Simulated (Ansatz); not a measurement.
Geometry optimisation, RKS B3LYP-D4/6-31G* in Ansatz 0.2.0.

input.yaml

```yaml
crystal:
  periodic: [false, false, false]
  atoms:
    - { symbol: C, position_ang: [-1.1319, -0.912, 0.1382] }
    - { symbol: C, position_ang: [-0.0339, -0.0757, 0.6273] }
    - { symbol: "N", position_ang: [1.3646, -0.477, 0.0555] }
    - { symbol: C, position_ang: [0.9397, 0.6501, -0.1748] }
    - { symbol: S, position_ang: [1.076, 2.0697, -0.9629] }
    - { symbol: H, position_ang: [-2.1212, -0.3777, 0.4223] }
    - { symbol: H, position_ang: [-1.1464, -0.9486, -0.9613] }
    - { symbol: H, position_ang: [-1.1198, -1.8595, 0.5415] }
    - { symbol: H, position_ang: [-0.0295, 0.0825, 1.7428] }
    - { symbol: H, position_ang: [2.2855, 1.7972, -1.4256] }
basis:
  gaussian: { orbitals: "6-31G*" }
hamiltonian:
  xc: b3lyp
  dispersion: d4
relax:
  f_tol: 0.015
  max_steps: 40
```

Command:

```bash
$ ansatz run input.yaml --threads 1 --pin off --max-ram 2048MiB --backend cpu --events-out ev --progress --plain --runs-dir out
```

Task: Where does it end, and by what steps?

Result: The run converged. After 9 steps the energy has fallen by 0.556 eV; H8 moved furthest, 0.16 Å.

```
step  energy less start (eV)  largest force component (eV/Å)  accepted
   0                  0.0000                           3.427       yes
   1                 -0.4556                           1.283       yes
   2                 -0.5335                           0.399       yes
   3                 -0.5454                           0.158       yes
   4                 -0.5524                           0.187       yes
   5                 -0.5554                           0.086       yes
   6                 -0.5492                           0.291        no
   7                 -0.5561                           0.130       yes
   8                 -0.5558                           0.206        no
   9                 -0.5563                           0.002       yes
```

```xyz
10
Properties=species:S:1:pos:R:3
C -1.182 -0.895 0.134
C 0.015 -0.154 0.679
N 1.414 -0.448 0.069
C 0.871 0.672 -0.143
S 1.110 2.173 -0.977
H -2.109 -0.346 0.342
H -1.098 -1.030 -0.949
H -1.268 -1.885 0.598
H 0.019 0.012 1.758
H 2.312 1.848 -1.507
```

Whether the end is a true minimum wasn't checked by a vibrational analysis.

Run time: 44 s on 1 CPU thread of a shared host.
